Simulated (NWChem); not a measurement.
**quartet AlO: levels of theory compared**

We compute a comparison of 4 runs (UHF/def2-TZVPPD, UPBE0/def2-TZVPPD, UMP2/def2-TZVPPD, UCCSD(T)/def2-TZVPPD) of quartet AlO. 

The calculation is run with NWChem 7.3.0.

3 further runs of the same task are left out: 2 that didn't finish, 1 set aside as unsound or not needed.

**1. The molecule**

AlO has 2 atoms, charge 0, and is taken as a quartet. SMILES of the parent species: `[O]=[Al]`. The coordinates come from a PBE0-D4/def2-TZVP relaxation. That shape belongs to the parent species and isn't relaxed for this state.

Bond lengths: O1–Al2 1.620 Å.

**2. The energy at UHF/def2-TZVPPD (run 1)**

calc.nw

```
start calc
title "AlO"
memory 2200 mb

geometry noautosym nocenter noautoz
 O     0.000000    0.000000   -0.024920
 Al    0.000000    0.000000    1.594970
end

basis spherical bse
 * library def2-TZVPPD
end

scf
 quartet
 uhf
 thresh 1e-08
 maxiter 80
 print medium
end

task scf
```

Started as:

```bash
$ nwchem calc.nw > calc.out
```

The program printed:

```text
[...]
  functions       =    88
[...]
  wavefunction    = UHF
[...]
         Total SCF energy =   -316.715290714999
      One electron energy =   -507.657245694613
      Two electron energy =    156.967775315582
 Nuclear repulsion energy =     33.974179664032
                       Sz =      1.5000
                 Sz(Sz+1) =      3.7500
                      S^2 =      3.7575
[...]
```

Run time: 15 s. Hardware: 1 thread of Intel Xeon 6975P-C (Granite Rapids), shared host; peak memory 0.1 GiB.

**3. A single-point energy at UPBE0/def2-TZVPPD (run 2)**

run.py

```python
from ase import Atoms
from ase.calculators.nwchem import NWChem

system = Atoms(['O', 'Al'], positions=[
    [0.000000, -0.000000, -0.024920],
    [-0.000000, 0.000000, 1.594970],
])

calc = NWChem(
    label='job',
    theory='dft',
    memory='2200 mb',
    basis='def2-TZVPPD',
    basispar='spherical bse',
    dft={'xc': 'pbe0', 'mult': '4', 'grid': 'xfine', 'convergence': 'energy 1e-08', 'iterations': '100', 'mulliken': None},
    task='energy',
)
system.calc = calc

e = system.get_potential_energy()
print(f"E = {e:.6f} eV")
```

Started as:

```bash
$ export ASE_NWCHEM_COMMAND="nwchem PREFIX.nwi > PREFIX.nwo"
$ python run.py
```

The program printed:

```text
E = -8634.766322 eV
```

The calculator wrote job.nwi:

```
title "job"

permanent_dir job

scratch_dir job

start job

geometry units angstrom nocenter noautosym noautoz
  O  0.0000000000000000e+00 -0.0000000000000000e+00 -2.4920000000000001e-02
  Al -0.0000000000000000e+00 0.0000000000000000e+00 1.5949700000000000e+00
end

memory 2200 mb

basis spherical bse noprint
   * library def2-TZVPPD
end

dft
  xc pbe0
  mult 4
  grid xfine
  convergence energy 1e-08
  iterations 100
  mulliken
end

task dft energy
```

job.nwo:

```text
Northwest Computational Chemistry Package (NWChem) 7.3.0
             --------------------------------------------------------

           Job information
           ---------------

    nwchem branch   = 7.3.0
    use scalapack   = T
    input           = job.nwi
    prefix          = job.
    data base       = job/job.db
    status          = startup
    nproc           =        1

           Memory information
           ------------------

[... 5 lines left out ...]
    hardfail = no
[... 34 lines left out ...]
            Nuclear Dipole moment (a.u.)
[... 55 lines left out ...]
          Convergence on density requested:  1.00D-05
[... 25 lines left out ...]
          Convergence aids based upon iterative change in
[... 29 lines left out ...]
 2-e energy   =     156.582147
[... 55 lines left out ...]
           Coulomb energy =      183.394818077874
[... 634 lines left out ...]
                     DFT Final Beta Molecular Orbital Analysis
[... 719 lines left out ...]
     Multipole analysis of the density
     ---------------------------------

     L   x y z        total         alpha         beta         nuclear
     -   - - -        -----         -----         ----         -------
     0   0 0 0     -0.000000    -12.000000     -9.000000     21.000000

     1   1 0 0     -0.000000     -0.000000      0.000000      0.000000
[... 8 lines of this table left out ...]
     2   0 0 2    -13.397545    -81.885039    -49.629204    118.116698

 Task  times  cpu:       15.5s     wall:       15.5s
 Total times  cpu:       15.5s     wall:       15.5s
```

Wall time 17 s (1 thread of Intel Xeon 6975P-C (Granite Rapids), shared host); peak memory 0.12 GiB.

**4. A single-point energy at UMP2/def2-TZVPPD (run 3)**

alo.nw

```
start alo
memory 2200 mb

geometry units angstroms noautosym nocenter noautoz
O      0.000000     0.000000    -0.024920
Al     0.000000     0.000000     1.594970
end

basis spherical bse
* library def2-TZVPPD
end

scf
quartet
uhf
thresh 1e-08
maxiter 80
end

mp2
freeze core 6
tight
end

task mp2 energy
```

Started as:

```bash
$ nwchem alo.nw > alo.out
```

The program printed:

```text
[...]
  functions       =    88
[...]
  wavefunction    = UHF
[...]
         Total SCF energy =   -316.715290714999
      One electron energy =   -507.657245694613
      Two electron energy =    156.967775315582
 Nuclear repulsion energy =     33.974179664032
                       Sz =      1.5000
                 Sz(Sz+1) =      3.7500
                      S^2 =      3.7575
[...]
          Total MP2 energy          -316.926240525826
[...]
```

It took 17 s on 1 thread of Intel Xeon 6975P-C (Granite Rapids), shared host; peak memory 0.17 GiB.

**5. The energy at UCCSD(T)/def2-TZVPPD (run 4)**

alo.xyz

```xyz
2
AlO
O      0.000000     0.000000    -0.024920
Al     0.000000     0.000000     1.594970
```

run.py

```python
from ase.io import read
from ase.calculators.nwchem import NWChem

atoms = read('alo.xyz')

calc = NWChem(
    label='alo',
    theory='tce',
    memory='stack 330 mb heap 110 mb global 1760 mb',
    basis='def2-TZVPPD',
    basispar='spherical bse',
    scf={'nopen': '3', 'uhf': None, 'thresh': '1e-08', 'maxiter': '80'},
    tce={'scf': None, 'ccsd(t)': None, 'freeze': 'core 6', 'maxiter': '60'},
    task='energy',
)
atoms.calc = calc

print("Total energy (eV):", round(atoms.get_potential_energy(), 6))
```

Started as:

```bash
$ export ASE_NWCHEM_COMMAND="nwchem PREFIX.nwi > PREFIX.nwo"
$ python run.py
```

The program printed:

```text
Total energy (eV): -8624.638413
```

The calculator wrote alo.nwi:

```
title "alo"

permanent_dir alo

scratch_dir alo

start alo

geometry units angstrom nocenter noautosym noautoz
  O  0.0000000000000000e+00 0.0000000000000000e+00 -2.4920000000000001e-02
  Al 0.0000000000000000e+00 0.0000000000000000e+00 1.5949700000000000e+00
end

memory stack 330 mb heap 110 mb global 1760 mb

basis spherical bse noprint
   * library def2-TZVPPD
end

scf
  nopen 3
  uhf
  thresh 1e-08
  maxiter 80
end
tce
  scf
  ccsd(t)
  freeze core 6
  maxiter 60
end

task tce energy
```

alo.nwo:

```text
Northwest Computational Chemistry Package (NWChem) 7.3.0
             --------------------------------------------------------

           Job information
           ---------------

    nwchem branch   = 7.3.0
    use scalapack   = T
    input           = alo.nwi
    prefix          = alo.
    data base       = alo/alo.db
    status          = startup
    nproc           =        1

           Memory information
           ------------------

[... 5 lines left out ...]
    hardfail = no
[... 100 lines left out ...]
         Quadratically convergent UHF
[... 19 lines left out ...]
         Total SCF energy =   -316.715290714949
[... 2 lines left out ...]
 Nuclear repulsion energy =     33.974179664032
[... 61 lines left out ...]
                    UHF Final Alpha Molecular Orbital Analysis
[... 716 lines left out ...]
 CCSD total energy / hartree       =      -316.942043972402246
[... 12 lines left out ...]
 CCSD[T]  correction energy / hartree =        -0.008069144624198
 CCSD[T] correlation energy / hartree =        -0.234822402077398
 CCSD[T] total energy / hartree       =      -316.950113117026433
 CCSD(T)  correction energy / hartree =        -0.007574293578499
 CCSD(T) correlation energy / hartree =        -0.234327551031699
 CCSD(T) total energy / hartree       =      -316.949618265980746

 Task  times  cpu:       60.3s     wall:       60.3s
 Total times  cpu:       60.3s     wall:       60.3s
```

Run time: 62 s. Hardware: 1 thread of Intel Xeon 6975P-C (Granite Rapids), shared host; peak memory 1.6 GiB.

**6. The series**

```
run                 level  iteration cap  module  energy (Eh)  HOMO energy (eV)  LUMO energy (eV)   ⟨S²⟩  wall time
  1       UHF/def2-TZVPPD             80     scf  -316.715291             -6.48             -0.54  3.757       15 s
  2     UPBE0/def2-TZVPPD            100     dft  -317.321812             -4.06                 –  3.753       17 s
  3      UMP2/def2-TZVPPD             80     mp2  -316.926241             -6.48             -0.54  3.757       17 s
  4  UCCSD(T)/def2-TZVPPD             80     tce  -316.949618             -6.48             -0.54  3.757       62 s
```

**7. Summary of results**

```
                                                         quantity          value
                                              run 4: total energy  -316.94962 Eh
run 4: HOMO energy (Hartree–Fock orbitals) (highest over α and β)       -6.48 eV
 run 4: LUMO energy (Hartree–Fock orbitals) (lowest over α and β)       -0.54 eV
               run 4: correlation energy (6 core orbitals frozen)     -234.3 mEh
                                            run 4: (T) correction      -7.57 mEh
                         run 4: ⟨S²⟩ of the reference determinant          3.757
```

Below the UHF energy at the same shape and in the same basis (def2-TZVPPD): UMP2 -210.9 mEh; UCCSD(T) -234.3 mEh. All runs together took 1.8 min, the longest 62 s.
